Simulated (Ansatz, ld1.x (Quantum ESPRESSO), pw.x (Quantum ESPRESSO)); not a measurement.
**In: does the ultrasoft potential hold in the solid?**

ld1.x (Quantum ESPRESSO) 7.5 input, shortened:

```
&input
   title='In', zed=49., rel=1, dft='PBESOL', iswitch=3,
   config='[Kr] 4d10 5s1 5p0 5d-2'
 /
 &inputp
   pseudotype=3, tm=.true., lloc=-1, rcloc=2.15,
   nlcc=.false.,
   which_augfun='PSQ', rmatch_augfun_nc=.true.
 /
6
5S  1  0   1.00   0.00  2.15  2.25  0.0
5S  1  0   0.00   0.05  2.15  2.25  0.0
5P  2  1   0.00   0.00  2.15  2.60  0.0
5P  2  1   0.00  -0.05  2.15  2.60  0.0
5D  3  2  -2.00   0.45  2.00  2.70  0.0
5D  3  2  -2.00   2.90  2.00  2.70  0.0
 &test
   configts(1)='5s1 5p0'
 /
```

Atomic tests: cutoffs needed: 6 Ry and 8 Ry (the cutoffs (Ry, on a coarse ladder) from which the occupation-weighted sum of valence levels, in a spherical-Bessel basis at the reference potential, stays within 10 and 1 mRy of its value at 400 Ry); ghost test: no extra level below or beside the all-electron valence levels (s, p, d, f tested) (spherical-Bessel basis up to 400 Ry, 20 bohr box); largest excitation error: +361 meV (all-electron minus pseudo) for 5s0 5p3, out of 7 test configurations.

Crystal test: bcc In in pw.x 7.5, no spin, 12³ k-points, Fermi–Dirac smearing 0.01 Ry, cutoffs 40/320 Ry. The reference is all-electron LAPW (Ansatz 0.2.0) with the same functional, mesh and smearing; V0 and B0 come from Birch–Murnaghan fits to the pressures at five volumes. Errors are pseudo minus all-electron; Δ is the rms difference of the E(V) curves that follow from these fits, minima aligned, over ±6 % about the mean V0. Mesh and smearing are coarse, so the numbers serve the comparison and aren't converged zero-temperature values; the lattice is a test structure that the element need not adopt.

```csv
V (Å³/atom),P all-electron (GPa),P pseudo (GPa)
24.714,2.23,-9.99
25.365,0.90,-10.51
26.015,-0.23,-10.91
26.665,-1.20,-11.21
27.316,-2.04,-11.41
```

All-electron: a0 = 3.726 Å (V0 = 25.87 Å³/atom), B0 = 43.2 GPa.

Pseudopotential: mean pressure error (GPa): -10.74. The pressure does not cross zero within the volumes sampled, so no fit is given. This is a poor potential for the solid.

Question: At the middle volume, how do free energy and pressure move when the wave cutoff is lowered (ecutrho held at 320 Ry)?

Answer:

```tsv
cutoff (Ry)	shift of F (meV/atom)	shift of P (GPa)
18	+2.7	-0.03
24	+1.3	+0.02
32	+0.7	-0.01
```

The run at the middle volume (72 k-points, 10 iterations) took about 6.3 s on one core of a shared host (Neoverse-V2, 32 threads, 247 GiB, load 22).
